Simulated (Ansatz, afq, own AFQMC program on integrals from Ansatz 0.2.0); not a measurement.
# Atomization energy of B₂S, singlet, worked out

```xyz
3

B     0.0000   -0.6562    1.4745
S     0.0000    0.4425    0.0000
B     0.0000   -0.6562   -1.4745
```

Connectivity, by distances: B–S–B.

Basis cc-pVDZ. Only valence electrons are correlated. Ansatz 0.2.0 and our own AFQMC program on the same integrals; the CISD trial comes from CCSD amplitudes, and released means the phaseless constraint is let go. Uncertainties: one standard error, sampling alone.

Total energies in eV. CBS is CCSD(T) at the limit of def2-TZVPP/QZVPP (extrapolated itself); the highest rung of each member is named.

Cautions: B₂S (singlet): higher spins were not checked, restricted determinant unstable towards unrestricted (UHF 254 meV lower, ⟨S²⟩ 0.81), raised T1 diagnostic (T1 0.027, weight of the determinant 0.80, largest double 0.07).

| member | count | CCSD(T)/cc-pVDZ | highest rung in cc-pVDZ | which | CCSD(T)/CBS |
| --- | --- | --- | --- | --- | --- |
| B (doublet) | +2 | -669.1119 | -669.1218 | FCI | -669.4648 |
| S (triplet) | +1 | -10819.2622 | -10819.2727 | FCI | -10821.3785 |
| B₂S, singlet | -1 | -12164.7046 | -12164.7825 | CCSDT(Q) | -12168.3190 |

Task: Work out the best estimate of the atomization energy: the CCSD(T)/CBS difference plus the step from CCSD(T) to the highest rung.

Result: Sums with the counts: CCSD(T)/CBS 8.0109 eV, highest rung 7.2662 eV, CCSD(T)/cc-pVDZ 7.2186 eV. The step is 7.2662 − 7.2186 = 0.0476 eV, so the best estimate is 8.0109 + (0.0476) = 8.0585 eV = 777.5 kJ/mol. The basis set is worth 0.792 eV of it. Zero-point, core-correlation and spin–orbit terms aren't in it. Past Ne the Hartree–Fock part of each CBS total tends to overshoot, since the cores don't follow the formula; that largely cancels in the difference.

Best estimates are given only where the step beyond CCSD(T) is under 0.3 eV and no member's determinant is very poor (T1 over 0.05, or 0.07 for open shells, ⟨S²⟩ too high by 0.3, two states mixed), so the hardest cases are missing from such tables.

CCSDT and higher add their correlation energy to the determinant of the CCSD(T) run, since their own runs factorise the integrals more tightly (a shift of under 2 meV). Each member of a difference takes its own highest rung, so a best estimate needn't equal the limit plus the step of one row.
